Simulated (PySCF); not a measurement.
## C3H5NOS: thiazole and water

Made of thiazole and water. The whole: neutral, singlet.

Parts: 1 = thiazole (c1cscn1), atoms 1–8; 2 = water (O), atoms 9–11.

```xyz
11

C    -1.305   -0.256    0.011
C    -0.852    0.706    0.872
S     0.739    1.175    0.426
C     0.683    0.052   -0.878
N    -0.429   -0.616   -0.972
H    -2.287   -0.729    0.065
H    -1.362    1.151    1.724
H     1.511   -0.087   -1.578
O     0.841   -1.853   -3.198
H     1.190   -2.641   -2.770
H     0.108   -1.600   -2.610
```
Atom numbers follow the order of the file, from 1.

In these coordinates N5···H11 is 1.985 Å. Part 2 is then moved rigidly along that line, all else held; at short range other atoms may come into contact.

The starting structure comes from a short search with a few starts; no frequency run checks that it is a minimum, and another way of binding may lie lower.

Computed with PySCF 2.14.0: r2SCAN-D4/def2-SVPD interaction energy, counterpoise and uncorrected, gas phase. Geometry: PBE0-D3(BJ)/def2-SVP.

Energies in eV, cluster less frozen parts; CP is counterpoise-corrected. Electrostatic, Pauli, orbital and dispersion terms sum to the uncorrected value; Pauli holds the exchange-correlation of the frozen density too, and orbital the superposition error (at most 0.076 eV here).

(1) How do the values run over the points 1.588, 1.687, 1.787, 1.886, 1.985, 2.084, 2.184, 2.481, 2.978, 3.970, 5.955?

Answers

(1) 
| N5···H11 (Å) | CP | electrostatic | Pauli | orbital | dispersion |
| --- | --- | --- | --- | --- | --- |
| 1.588 | 0.060 | -1.151 | 1.913 | -0.760 | -0.018 |
| 1.687 | -0.087 | -0.916 | 1.351 | -0.576 | -0.017 |
| 1.787 | -0.177 | -0.734 | 0.950 | -0.441 | -0.016 |
| 1.886 | -0.228 | -0.593 | 0.664 | -0.343 | -0.016 |
| 1.985 | -0.252 | -0.483 | 0.461 | -0.271 | -0.015 |
| 2.084 | -0.260 | -0.397 | 0.318 | -0.217 | -0.015 |
| 2.184 | -0.256 | -0.330 | 0.217 | -0.176 | -0.014 |
| 2.481 | -0.213 | -0.200 | 0.063 | -0.100 | -0.012 |
| 2.978 | -0.131 | -0.102 | 0.002 | -0.044 | -0.009 |
| 3.970 | -0.049 | -0.039 | -0.002 | -0.011 | -0.004 |
| 5.955 | -0.012 | -0.011 | 0.000 | 0.000 | -0.001 |

The 11 runs took 8.4 min in all, one thread each of Intel Xeon Platinum 8259CL on a shared host, launched as `OMP_NUM_THREADS=1 python cluster_run.py task.json out`.
